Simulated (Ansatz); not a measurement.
Process, species as SMILES: C#CC → C1=CC1
B3LYP-D3(BJ)/def2-TZVP geometries, fixed; electronic energies without zero-point terms.

Basis-set convergence of the isomerisation energy at wB97M-V with Ansatz (a first-principles code). Cartesian d functions, on some or all atoms, in 6-31G*, 6-31+G*; all else is spherical. The program fits the integrals of some runs and decomposes those of others, by size. The functional holds VV10 correlation; no added dispersion term, no relativity. Functions are those of the species that has most. Reference: the value in def2-QZVPPD, 21.67 kcal/mol, itself unsure by roughly 0.03 kcal/mol (its mean distance from pcseg-3, def2-QZVPP, cc-pVQZ). Deviations are taken from unrounded values. Cost is core time over that of 6-31G, rough, on shared machines of one kind.

```
basis            functions  isomerisation energy (kcal/mol)  minus reference (kcal/mol)  cost
---------------  ---------  -------------------------------  --------------------------  ----
6-31G                   35                            27.09                        5.43    1×
pcseg-0                 35                            35.38                       13.71  0.8×
6-31G*                  53                            19.40                       -2.27    1×
cc-pVDZ                 62                            19.87                       -1.80    1×
6-31+G*                 65                            20.66                       -1.01    2×
6-311G**                78                            21.61                       -0.06    1×
6-311+G**               90                            21.99                        0.32    2×
def2-SVPD               92                            19.05                       -2.62    2×
aug-cc-pVDZ            105                            20.13                       -1.54    3×
cc-pVTZ                146                            21.51                       -0.16    2×
pcseg-2                146                            21.77                        0.10    3×
def2-TZVPD             147                            21.57                       -0.10    3×
def2-TZVPP             149                            21.63                       -0.04    3×
jun-cc-pV(T+d)Z        173                            21.73                        0.06    3×
def2-TZVPPD            179                            21.64                       -0.03    4×
aug-cc-pVTZ            230                            21.74                        0.08    5×
aug-pcseg-2            230                            21.77                        0.10    8×
pcseg-3                312                            21.65                       -0.02    6×
```
